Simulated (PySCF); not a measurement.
# Broadened absorption spectrum of C4H7FO

Compound: C4H7FO.
SMILES with atom numbers: `[CH3:1][O:2]/[CH:3]=[C:4](\[CH3:5])[F:6]` (hydrogens: H7, H8, H9 on C1; H10 on C3; H11, H12, H13 on C5)

Method used: TDDFT CAM-B3LYP/def2-SVPD, vertical, gas phase, core orbitals frozen in the response in PySCF. Isolated species at its PBE0-D3(BJ)/def2-SVP geometry (one conformer only). Torsions of this conformer, `[CH3:1][O:2]/[CH:3]=[C:4](\[CH3:5])[F:6]`: C1–O2–C3–C4 146°.

Computed states:

| state | E (eV) | f |
| --- | --- | --- |
| S1 | 6.14 | 0.013 |
| S2 | 6.60 | 0.388 |
| S3 | 6.78 | 0.0073 |
| S4 | 7.17 | 0.019 |
| S5 | 7.29 | 0.014 |
| S6 | 7.83 | 0.0006 |

Each state is given a Gaussian of 0.3 eV full width at half maximum, with ε(max) = 2.175×10⁸ f / Δν̃ (Δν̃ the width in cm⁻¹). The width is an assumption, not a result. The curve ends short of the highest state used, and states not computed would add to its high-energy end.

Question: What does the envelope look like, and where are its maxima?

Answer: 
```csv
E (eV),ε (L mol⁻¹ cm⁻¹)
5.69,2
5.76,14
5.82,51
5.89,173
5.96,437
6.03,817
6.09,1106
6.16,1259
6.23,1453
6.29,2457
6.36,6338
6.43,14687
6.50,25986
6.56,33490
6.63,34134
6.70,25885
6.76,16224
6.83,7311
6.90,2713
6.97,1258
7.03,1294
7.10,1902
7.17,2471
7.23,2591
```

Maxima: 188 nm (6.60 eV), ε about 35000, made up of S2 (99%); 172 nm (7.22 eV), ε about 2600, made up of S4 (59%) and S5 (40%) (ε in L mol⁻¹ cm⁻¹; maxima over ε = 5, shares over 10%).

Question: What would ε be at 6.60 eV, the highest of these maxima, with half the width (0.15 eV)?

Answer: About 69700 L mol⁻¹ cm⁻¹ against 35100, a factor of about 1.99; a lone state at its own centre would give exactly 2.

Question: On this curve, what absorbance would a 10⁻⁴ mol/L sample give at 193 nm over a 1 cm path?

Answer: 193 nm is 6.424 eV, where ε is about 14000 L mol⁻¹ cm⁻¹, so A = ε c l ≈ 1.4 (Beer–Lambert, with the gas-phase spectrum and the assumed width).

Question: Coming from long wavelengths, where does ε first pass 100 L mol⁻¹ cm⁻¹?

Answer: At about 212 nm (5.86 eV), 0.28 eV below S1.
